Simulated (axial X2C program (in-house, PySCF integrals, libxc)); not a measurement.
Correcting the dissociation energy of SiC⁺ for spin–orbit coupling

A spin-free PBE0 curve (one-electron X2C) was computed with an axial X2C code built on PySCF integrals, basis Si dyall-v3z [8s7p2d1f], C dyall-v3z [7s6p2d1f] (cores contracted in-house), for the state M_S = 3/2, Λ = 0 (beyond evenly filled blocks: σα, π+α, π-α). It gives D0 = 3.718 eV to Si+ + C, which in a spin-free picture are the weighted means of the ground terms.

Measured levels of the ground terms (NIST Handbook of Basic Atomic Spectroscopic Data), in cm⁻¹: Si+ 2P: J = 1/2 at 0, J = 3/2 at 287.2; C 3P: J = 0 at 0, J = 1 at 16.4, J = 2 at 43.4.

The molecular state has Λ = 0, so it has no first-order lowering.

(1) How far does each ground level lie under the (2J+1)-weighted mean of its term?

(2) Correct D0.

Second-order spin–orbit effects in the molecule, which grow quickly with Z, are left out. One determinant describes the state; a PBE0 search over occupations chose it and may have missed a lower one. Dissociation energies refer to the lowest single-determinant-based atoms at the same level and basis.

Results:

(1) Si+: (2 × 0 + 4 × 287.2)/6 = 191 cm⁻¹; C: (1 × 0 + 3 × 16.4 + 5 × 43.4)/9 = 30 cm⁻¹.

(2) D0 = 3.718 + (0 − 221)/8065.5 = 3.691 eV at PBE0 with these spin–orbit terms.
